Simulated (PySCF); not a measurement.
**A diatomic session: LiP−**

Aim: find the lowest electronic state of LiP−, scan its bond at several levels of theory, and get bond length, wavenumber and dissociation energy from each curve.

Method: Li aug-cc-pVDZ-DK, P aug-cc-pVDZ-DK, spin-free X2C with a Gaussian nucleus; program: PySCF 2.14.0.

3 further runs of the same task are left out: 3 set aside as unsound or not needed.

### Step 1. The job

A driver script around PySCF takes these settings:

```
atoms                         : Li, P
charge                        : -1
basis                         : Li aug-cc-pVDZ-DK, P aug-cc-pVDZ-DK
Hamiltonian                   : spin-free X2C with a Gaussian nucleus
basis functions               : 50
electrons treated             : 19
masses in u                   : 7.0160, 30.9738
levels                        : PBE0, PBE, r²SCAN, r²SCAN0, LDA, MN15, HSE06, MP2, SCS-MP2, CCSD, CCSD(T)
grid                          : 80 radial by 434 angular points
occupations                   : held fixed by the projection of orbital angular momentum
dissociation limit            : Li + P−, each in its ground configuration
starting distance in angstrom : 2.450
values of 2S to try           : 1, 3
```

Started as:

```sh
OMP_NUM_THREADS=1 python dia.py task.json out
```

The runs that follow: PBE0 along the bond; Other states along the same grid; PBE (GGA); r²SCAN (meta-GGA); r²SCAN0 (hybrid meta-GGA); LDA (local density); MN15; HSE06; MP2 and coupled cluster.

Q: Predict the outcome of this session. Wanted: for each run, Re; ωe; De; μ.

**Answer**, as computed:

Lowest PBE0 solution found, without spin–orbit coupling: ⁴Σ⁻ (quartet), unpaired electrons σ ↑, π ↑↑. State 2 has its PBE0 minimum 0.33 eV higher, as a spin-mixed determinant (⟨S²⟩ = 1.76), so this is no gap between pure states. The other levels ran on the lowest alone.

```
      level  Re (Å)  ωe (cm⁻¹)  De (eV)  μ (D)
    UHF-MP2   2.453        368     1.61    n/a
UHF-SCS-MP2   2.452        362     1.60    n/a
   UHF-CCSD   2.454        362     1.64    n/a
UHF-CCSD(T)   2.459        358     1.65    n/a
        LDA   2.415        396     1.77   8.52
        PBE   2.465        377     1.65   8.40
     r²SCAN   2.474        374     1.65   8.55
       PBE0   2.452        389     1.66   8.36
    r²SCAN0   2.461        383     1.66   8.33
      HSE06   2.453        387     1.67   8.34
       MN15   2.444        389     1.78   7.30
```

De is counted to Li + P− in their ground configurations. A positive dipole points from Li to P; in an ion it is taken about the centre of mass and does not tell which atom is negative.

Differences from CCSD(T) in the same basis:

```
      level  Re (mÅ)  ωe (%)
    UHF-MP2       -6    +2.7
UHF-SCS-MP2       -7    +0.9
   UHF-CCSD       -5    +1.1
        LDA      -44   +10.6
        PBE       +6    +5.1
     r²SCAN      +15    +4.5
       PBE0       -7    +8.4
    r²SCAN0       +2    +7.0
      HSE06       -6    +8.1
       MN15      -15    +8.5
```

What this shows: Against CCSD(T) in the same basis, the bond length is nearest at r²SCAN0 (+2 mÅ) and farthest at LDA (-44 mÅ); the wavenumber is nearest at UHF-SCS-MP2 (+0.9 %) and farthest at LDA (+10.6 %). CCSD(T) in a basis this small is itself some way from its limit, more so than the functionals. Of the levels with a De here, UHF-SCS-MP2 gives the least (1.60 eV) and MN15 the most (1.78 eV).

Correlated steps freeze 5 core orbitals. At some levels the lowest empty orbital lies below the highest filled one (the two can be of opposite spin). With some functionals the highest level of the anion is positive, from self-interaction error or because the anion is truly unbound there; the finite basis then holds the extra electron, and no neutral molecule was run to test the binding.
